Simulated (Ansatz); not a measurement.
## How far each method lies from full CI for AlS, doublet

Geometry: a point of a stretch scan, not a stationary point.

```xyz
2

Al    0.0000    0.0000    0.0000
S     0.0000    0.0000    2.8390
```

Basis 6-31G; Ansatz 0.2.0. Correlated methods freeze the noble-gas cores, which leaves 9 electrons in 16 orbitals. Prefix R: restricted or restricted open-shell reference; prefix U: unrestricted. Active spaces: pair = (3e, 3o) about the gap; valence = (9e, 8o) chosen from the atoms' valence shells.

Full CI is exact within this basis and frozen core; it isn't the basis-set limit. The frozen core follows each run's orbitals, which can shift R against U totals by a few meV.

For open shells CISD and CISDTQ are restricted-active-space CI with the open shells as a complete middle space.

```
UHF ⟨S²⟩                          : 0.775
T1 diagnostic (RCCSD)             : 0.0302
largest doubles amplitude (RCCSD) : 0.093
T1 diagnostic (UCCSD)             : 0.0279
```

```
   level  E − E(RHF) (eV)
     UHF          -0.0264
    RMP2          -1.6472
    UMP2          -1.6528
   RCCSD          -2.2332
   UCCSD          -2.2338
RCCSD(T)          -2.2922
UCCSD(T)          -2.2913
```

Question: Estimate how far full CI in 6-31G lies from RCCSD(T). The table doesn't fix it; the size of (T) and the diagnostics are the guide.

Answer: Full CI in 6-31G lies 0.50 kcal/mol below RCCSD(T), which is 37 % of the (T) step (-1.36 kcal/mol). T1 is raised, and the rest is a large part of (T).

The other levels:

```
                   level  E − E(full CI) (kcal/mol)  share of correlation (%)  wall time
                    CISD                       4.50                     91.57     0.75 s
                 BCCD(T)                       0.51                     99.05      1.4 s
                  RCCSDT                       0.10                     99.81          –
                  UCCSDT                       0.10                     99.82          –
                  CISDTQ                       0.17                     99.69      4.4 s
               RCCSDT(Q)                       0.02                     99.97      3.8 s
               UCCSDT(Q)                      -0.06                    100.11        7 s
                 RCCSDTQ                      -0.01                    100.02       26 s
                 UCCSDTQ                      -0.01                    100.02       29 s
  CASSCF (valence space)                      24.67                     53.77          –
  NEVPT2 (valence space)                       6.75                     87.34      2.3 s
  MRCISD (valence space)                       1.00                     98.13          –
MRCISD+Q (valence space)                       0.30                     99.44      2.9 s
```

The correlation energy at full CI, counted from RHF, is -2.314 eV. That run took 31 s on 1 thread of INTEL XEON PLATINUM 8581C, shared host over 1,987,440 determinants.

Run but not shown, since their state, orbitals or frozen core can't be matched to the reference's or they repeat it: CASSCF (pair space), NEVPT2 (pair space), MRCISD (pair space), MRCISD+Q (pair space).

Times hold each run's SCF and search for its determinant on a shared host, so for small cases they say little of a method's own cost; they ran on 1 thread of INTEL XEON PLATINUM 8581C. Some runs computed forces too.

The full-CI state has the irrep B2 of C2v, in the program's axes (one component, if the state is degenerate).

Natural occupations of full CI about the gap: 1.988 1.964 1.949 1.889 0.993 0.067 0.060 0.047 0.013 0.010; effectively unpaired electrons, Σ n²(2−n)², 1.10.
